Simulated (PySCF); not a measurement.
C2H2O: calculation and literature

Bonds (- single, = double, # triple, : aromatic): C1=C2 1.315 Å, C2=O3 1.161 Å. C1 carries H4, H5.

Published values to compare with: δ $^{13}$C C2 201.0; C1 9.5 ppm (measured; gas or nonpolar solvent (not told per row); T. W. Keal, PhD thesis, Durham 2005).
σ $^{13}$C C1 193.7; C2 -4.4; σ $^{1}$H H4/H5 29.30; σ $^{17}$O O3 -7.2 ppm (CCSD(T)/cc-pCVQZ; gas (isolated, no vibration); M. Glasbrenner, PhD thesis, LMU Munich (RPA NMR shieldings paper, SI)).
σ $^{13}$C C1 193.3; C2 -6.3; σ $^{1}$H H4/H5 29.20; σ $^{17}$O O3 -5.9 ppm (CCSD(T)/aug-cc-pCV[TQ]Z extrapolated; gas (isolated, no vibration); Teale, Lutnaes, Helgaker, Tozer, Gauss, JCP 2013, 138, 024111, as tabulated in M. Glasbrenner, PhD thesis, LMU Munich (SI Table 24)).

[PySCF: shieldings: GIAO PBE0/pcSseg-1; coordinates at the PBE0-D3(BJ)/def2-SVP level; no solvent model; a single conformation; one averaged value for each set of equivalent atoms; no relativistic terms]

(1) What does the calculation give, and how does it compare?

(2) How far are the unscaled $^{13}$C shifts from the references?

(3) How far are the unscaled $^{13}$C shieldings from the references?

(4) How far are the unscaled $^{1}$H shieldings from the references?

(5) How far are the unscaled $^{17}$O shieldings from the references?

## Answers

(1) 
Reference values: measured (gas or nonpolar solvent (not told per row); T. W. Keal, PhD thesis, Durham 2005).
| atoms | quantity | reference | computed |
| --- | --- | --- | --- |
| C2 | δ $^{13}$C vs CH4 | 201.0 | 203.1 |
| C1 | δ $^{13}$C vs CH4 | 9.5 | 5.5 |

Reference values: CCSD(T)/cc-pCVQZ (gas (isolated, no vibration); M. Glasbrenner, PhD thesis, LMU Munich (RPA NMR shieldings paper, SI)).
```json
{"atoms": "C1", "quantity": "σ $^{13}$C", "reference": "193.7", "computed": "183.3"}
{"atoms": "C2", "quantity": "σ $^{13}$C", "reference": "-4.4", "computed": "-14.2"}
{"atoms": "H4/H5", "quantity": "σ $^{1}$H", "reference": "29.30", "computed": "28.81"}
{"atoms": "O3", "quantity": "σ $^{17}$O", "reference": "-7.2", "computed": "-36.6"}
```

Reference values: CCSD(T)/aug-cc-pCV[TQ]Z extrapolated (gas (isolated, no vibration); Teale, Lutnaes, Helgaker, Tozer, Gauss, JCP 2013, 138, 024111, as tabulated in M. Glasbrenner, PhD thesis, LMU Munich (SI Table 24)).
| atoms | quantity | reference | computed |
| --- | --- | --- | --- |
| C1 | σ $^{13}$C | 193.3 | 183.3 |
| C2 | σ $^{13}$C | -6.3 | -14.2 |
| H4/H5 | σ $^{1}$H | 29.20 | 28.81 |
| O3 | σ $^{17}$O | -5.9 | -36.6 |

Absolute shieldings are compared as such; zero-point and thermal motion, absent here, lowers them by some tenths of a ppm for H, a few ppm for C and up to about 10 ppm for F.

Computed shifts are σ(ref) − σ with the named reference compound (TMS for H and C) calculated as an isolated molecule at the same level. The measured values may be among those fitted. Shieldings were converted by linear fits to measured shifts (mostly CDCl3, TMS scale, for H and C): $^{13}$C (scatter 1.9 ppm rms, 2.3 ppm with the 23 outliers that the fit left out). Occasional misses reach two or three times the rms, and more in compound classes unlike the fitted ones.

(2) Mean signed difference -0.95 ppm, mean absolute 3.05 ppm over 2 comparisons; the largest is -4.0 ppm at C1 (terminal carbon of a ketene).

(3) Mean signed difference -9.52 ppm, mean absolute 9.52 ppm over 4 comparisons; the largest is -10.4 ppm at C1 (terminal carbon of a ketene).

(4) Mean signed difference -0.44 ppm, mean absolute 0.44 ppm over 2 comparisons; the largest is -0.49 ppm at H4/H5 (hydrogen on a terminal carbon of a ketene).

(5) Mean signed difference -30.05 ppm, mean absolute 30.05 ppm over 2 comparisons; the largest is -30.7 ppm at O3 (carbonyl oxygen).

10 of the 34 published NMR values on file for this molecule are compared. The rest: other calculations.
